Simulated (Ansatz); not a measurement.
# AlH4O: the cost of one run

All numbers below are computed with Ansatz 0.2.0 (UKS PBE0-D4/6-31G*).

## 1. The starting structure

Bond lengths: Al1–H2 1.810 Å, Al1–H3 1.560 Å, Al1–H4 1.560 Å, O5–H6 1.010 Å. Angles: H2–Al1–H3 120.0°, H2–Al1–H4 120.0°, H3–Al1–H4 120.0°.

Structure file:

```xyz
6

Al    0.0000    0.0000    0.0000
H     0.0000    0.0000    1.8100
H     1.3510    0.0000   -0.7800
H    -1.3510    0.0000   -0.7800
O     0.0000    0.0000    3.1200
H    -0.5144   -0.8011    3.4571
```

## 2. Pulling towards end A

Springs on the bonds that form and break draw the guess towards this end; the thresholds are loose.

input.yaml reads:

```yaml
crystal:
  periodic: [false, false, false]
  atoms:
    - { symbol: Al, position_ang: [0.0, 0.0, 0.0] }
    - { symbol: H, position_ang: [0.0, 0.0, 1.81] }
    - { symbol: H, position_ang: [1.351, 0.0, -0.78] }
    - { symbol: H, position_ang: [-1.351, 0.0, -0.78] }
    - { symbol: O, position_ang: [0.0, 0.0, 3.12] }
    - { symbol: H, position_ang: [-0.5144, -0.8011, 3.4571] }
magnetization:
  spin_polarized: true
  initial_magnetization: 1
basis:
  gaussian: { orbitals: "6-31G*" }
hamiltonian:
  xc: pbe0
  dispersion: d4
relax:
  f_tol: 0.15
  max_steps: 25
  restrain:
    - { distance: [1, 4], at: 2.21, k: 30.0 }
    - { distance: [0, 1], at: 1.56, k: 30.0 }
```

Started as:

```sh
$ ansatz run input.yaml --threads 1 --pin off --max-ram 2048MiB --backend cpu --events-out ev --progress --plain --runs-dir out
```

What time and memory should one allow on 1 thread of Arm Neoverse V2, shared host?

About 11 s, with a peak of 0.11 GiB.
